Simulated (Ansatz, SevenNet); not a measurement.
Elastic constant C13 (GPa) of solids drawn from the class of oxides, at two levels: the machine-learned potential SevenNet-0 (trained on PBE and PBE+U data), and r²SCAN (PAW; Ansatz, a program for electronic structure).

```
solid                              SevenNet-0  r²SCAN  shift (%)
---------------------------------  ----------  ------  ---------
A-type hexagonal La2O3                   77.5    85.1       +9.8
rutile TiO2                               156     165       +5.8
corundum Ga2O3 (metastable phase)         124     137      +10.5
rutile SnO2                               128     152      +18.8
stishovite (SiO2)                         201     195       -3.0
anatase TiO2 (metastable phase)           139     153      +10.1
```

The shifts run from -3.0 % to +18.8 %, with a median of +9.9 %.

Over all 6 rows r²SCAN is the larger in 5.

Ansatz's runs of these crystals have no spin polarisation.

Spin–orbit coupling is left out, also for the solids with elements from indium on (A-type hexagonal La2O3, rutile SnO2); its size isn't shown.

Each level is taken at its own relaxed cell. Ansatz's density-functional and Hartree–Fock values are scalar-relativistic unless marked +SOC, with PAW data made under PBE.
